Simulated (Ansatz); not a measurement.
Basis-set extrapolation for `F[SiH3]` (PBE0-D4/def2-TZVP geometry, frozen core, the Gaussian-basis code of Ansatz). Multiplicity 1, RHF reference.

```csv
,cc-pV(T+d)Z,cc-pV(Q+d)Z
HF,-390.230179,-390.244444
MP2 correlation,-0.384105,-0.417963
CCSD(T) correlation,-0.415957,-0.448467
```

Energies in hartree. Use E(X) = E(∞) + A·exp(−5.46·√X) for Hartree–Fock and E(X) = E(∞) + B·X^(−3.05) for correlation, with X = 3 and 4.

Question: What is the CCSD(T) energy at the basis-set limit?

Answer: HF limit: -390.244444 + (-0.014265) × 0.30130 = -390.24874. Correlation limit: -0.448467 + (-0.032510) × 0.71189 = -0.47161. Total: -390.72035 hartree, 2.02 eV below CCSD(T)/cc-pV(T+d)Z.
